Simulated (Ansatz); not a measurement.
## Relaxing BaHf2

Method: DFT PBE, scalar-relativistic, plane waves, PAW in Ansatz 0.2.0. Cutoff 420 eV, Γ-centred k mesh, Gaussian smearing, no spin polarisation in the final step.

BaHf2 was placed on the fluorite structure type (Fm-3m, No. 225), with Ba in place of Ca, Hf in place of F, at a guessed volume.

```yaml
crystal:
  lattice:
    - [0.00000, 3.34970, 3.34970]
    - [3.34970, 0.00000, 3.34970]
    - [3.34970, 3.34970, 0.00000]
  atoms:
    - { symbol: Ba, position: [0.00000, 0.00000, 0.00000] }
    - { symbol: Hf, position: [0.25000, 0.25000, 0.25000] }
    - { symbol: Hf, position: [0.75000, 0.75000, 0.75000] }
```

Cell and atoms relax at zero pressure; the relaxation can't lower the symmetry of the start. After a coarse first stage the cell is made exact in the group found at 0.06 Å.

Energies over the elements count from the elements' standard structures at the same level, with no empirical corrections.

Task: Describe the relaxed structure.

Result: It keeps Fm-3m (No. 225). The result has the fluorite structure. Conventional cell: a = 7.098 Å. Around Ba lie 8 Hf at 3.07 Å; around Hf lie 4 Ba at 3.07 Å and 6 Hf at 3.55 Å.

```cif
data_structure
_symmetry_space_group_name_H-M 'Fm-3m'
_symmetry_Int_Tables_number 225
_cell_length_a 7.0978
_cell_length_b 7.0978
_cell_length_c 7.0978
_cell_angle_alpha 90.000
_cell_angle_beta 90.000
_cell_angle_gamma 90.000
_cell_volume 357.58
loop_
_atom_site_label
_atom_site_type_symbol
_atom_site_symmetry_multiplicity
_atom_site_Wyckoff_symbol
_atom_site_fract_x
_atom_site_fract_y
_atom_site_fract_z
_atom_site_occupancy
Ba1 Ba 4 a 0.00000 0.00000 0.00000 1
Hf1 Hf 8 c 0.25000 0.75000 0.75000 1
```

Task: What are its volume, energy, density and gap?

Result: The volume per atom is 29.80 Å³ and the density is 9.18 g/cm³. The energy over the elements is 1.75 eV/atom and the gap on the 12×12×12 mesh is 0 eV (a metal).

The final run used a 12×12×12 mesh on its 3-atom cell and 0.10 eV smearing. For metals, differences of a few meV/atom aren't resolved. Spin–orbit coupling is left out. Symmetry constrained the relaxation, so the result can be a saddle point. The steps took of the order of 80 core-seconds in all.

Cost: 3 runs of about 1.3 core-minutes in all, on AMD EPYC 7R43 (Zen 3) (shared hosts).